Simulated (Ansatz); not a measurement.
Base system: Cu in the fcc (Cu type) structure (space group Fm-3m, No. 225; a = 3.577 Å).

Calculations: Kohn–Sham DFT with the r2SCAN functional, run in Ansatz (a quantum-chemistry and plane-wave program) with PAW and 500 eV plane waves, without spin-orbit coupling.

It is then changed as follows: every Cu is replaced by Ni, then cell and atoms are relaxed.

Measured lattice parameter a: Cu 3.595 Å (static lattice; corrected from measurement; as listed in Gábor I. Csonka et al., Physical Review B (2009)); Ni 3.508 Å (static lattice; corrected from measurement; as listed in Daniel Mejia-Rodriguez, S. B. Trickey, Phys. Rev. B (2018)).

Task: How well does r2SCAN reproduce the measured shift?

Result: With r2SCAN the lattice parameter a moves by -0.099 Å (3.577 → 3.478) against -0.087 Å measured.

Other magnetic orders, which the real material may have, were not ruled out. Whether these cells are dynamically stable was not tested. Spin-polarised in the final run: Ni; the other runs are not.
